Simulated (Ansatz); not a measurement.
Predict the output of the script below (Ansatz 0.2.0 through its Python package).

Script `run_dimer.py`:
```python
"""Interaction energy of two N2 molecules, with the counterpoise correction."""

import ansatz as az
import numpy as np

params = {
    "basis_set": "def2-SVPD",
    "functional": "pbe",
}

FIRST = [
    ("N", (0.0, 0.0, -0.655)),
    ("N", (0.0, 0.0, 0.655)),
]
SECOND = [
    ("N", (1.5341, 0.9413, 2.3896)),
    ("N", (1.9547, 2.1818, 2.3745)),
]

def energy(atoms, ghosts=()):
    molecule = az.Crystal.molecule()
    for symbol, xyz in atoms:
        molecule = molecule.atom(symbol, xyz)
    calc = (
        molecule.calculation()
        .basis(gaussian=params["basis_set"])
        .functional(params["functional"])
        .accuracy("high")
        .scf(lower_state_search="light")
    )
    deck = calc.input()
    if ghosts:
        deck = deck.set(az.key.basis.gaussian.ghost_atoms, [{"symbol": s, "position_ang": list(xyz)} for s, xyz in ghosts])
    return az.Session.from_dict(deck).plan().execute().report["free_energy_ev"]


def main() -> None:
    # ghost atoms carry the functions of the partner
    direction = np.array([0.5223, 0.4675, 0.7132])
    print("shift (A)   counterpoise-corrected interaction (kJ/mol)")
    for shift in (-0.3, 0.0, 0.4, 1.0, 2.0):
        moved = [(s, tuple(np.round(np.array(xyz) + shift * direction, 4))) for s, xyz in SECOND]
        gain = energy(FIRST + moved) - energy(FIRST, moved) - energy(moved, FIRST)
        print(f"{shift:8.2f} {96.485332 * gain:14.3f}")


if __name__ == "__main__":
    main()
```

```console
$ python run_dimer.py
shift (A)   counterpoise-corrected interaction (kJ/mol)
   -0.30         39.442
    0.00         13.471
    0.40          2.243
    1.00         -0.403
    2.00         -0.131
```

Reading the output:
- The settings weren't tested for convergence.
- The dimer is a generated trial pose of unrelaxed monomers, not a minimum, so the figure is no binding energy, and the basis set is small.
- This level lacks the dispersion part of the attraction (electrostatics and induction are there), which can decide the sign where the interaction is weak.
- The spin state was assumed, and another may lie lower.
- It ran for 58 s on 1 thread of Arm Neoverse N1, on a shared host, peak memory 0.26 GiB.

(Lines on the test bed's own set-up are left out of the output.)
